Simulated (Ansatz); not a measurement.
## Ansatz (development build ahead of 0.2.0) run

```yaml
crystal:
  periodic: [false, false, false]
  atoms:
    - { symbol: Cl, position_ang: [0.0, 0.50327, -1.29401] }
    - { symbol: C, position_ang: [0.0, -0.59642, 0.15521] }
    - { symbol: H, position_ang: [0.0, 0.09315, 1.1388] }
basis:
  gaussian: { orbitals: def2-SVP }
magnetization:
  spin_polarized: true
hamiltonian:
  xc: hf
correlation:
  method: mp2
  frozen_orbitals: { C: 1, Cl: 5, H: 0 }
```

The input is written out in the form of the current development build from the run's settings.

Output:

```
Converged                       : yes
Reference energy                : -497.64073 hartree
Correlation energy              : -0.22933 hartree
Total energy                    : -497.87006 hartree
Spin squared of the determinant : 0.669
Stability test                  : minimum
```

Messages of the program:
```
mean field -13541.49412133 eV, -497.6407302044 hartree, gradient 8.4e-6 eV, S^2 0.669010; 7 other ends of a descent, 0 dependent functions left out
```

Caution: the unrestricted determinant is spin contaminated; a plain start can end on a higher determinant.
